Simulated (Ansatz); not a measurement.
Two shapes of doublet H3ClO(+) in separate pieces.

Shape 1:

```xyz
5

O     0.0000    0.0000    0.0000
H     0.7570    0.5860    0.0000
H    -0.7570    0.5860    0.0000
Cl    0.0000    0.0000    5.0000
H     0.0000    1.2750    5.0000
```

Shape 2:

```xyz
5

O     0.0000    0.0000    0.0000
H     0.7570    0.5860    0.0000
H    -0.7570    0.5860    0.0000
Cl    0.0000    0.0000    6.0000
H     0.0000    1.2750    6.0000
```

Basis set: cc-pVDZ (spherical functions). Frozen core: 6 orbitals. Correlation on ROHF uses semicanonical orbitals with singles. Charge 1, multiplicity 2.

Computed with Ansatz (development build ahead of 0.2.0); the reference of a correlated method needn't be the lowest determinant of its kind.

Task: Which shape is lower in energy, and by how much in each method?

Result:

```json
{"method": "ROHF-CCSD", "E(2) − E(1) (eV)": "0.017"}
{"method": "UHF-CCSD", "E(2) − E(1) (eV)": "0.017"}
{"method": "ROHF-CCSD(T)", "E(2) − E(1) (eV)": "0.017"}
{"method": "UHF-CCSD(T)", "E(2) − E(1) (eV)": "0.017"}
```

Shape 1 is lower. Caution: the reference determinant was not shown to be the lowest; the charge can sit on one fragment and break the point group; a plain start can end on a higher determinant.
